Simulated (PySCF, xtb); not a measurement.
CH3, SMILES [CH3] (connectivity only; charge and spin as stated), charge +1, multiplicity 1.

GFN2-xTB in xtb at its own geometry gives an orbital gap of 2.24 eV.

The structure is a stationary point at B3LYP-D3(BJ)/def2-TZVPD. The multiplicity is an assumed one; other spin states were not compared. The isomer is the one that the SMILES or the coordinates give; other isomers of the formula were not compared.

Question: What does B3LYP/def2-TZVPD in PySCF give? (An estimate is asked for; the answer gives what the named calculation found.)

Answer: gap 8.17 eV (levels -21.43 and -13.26 eV).
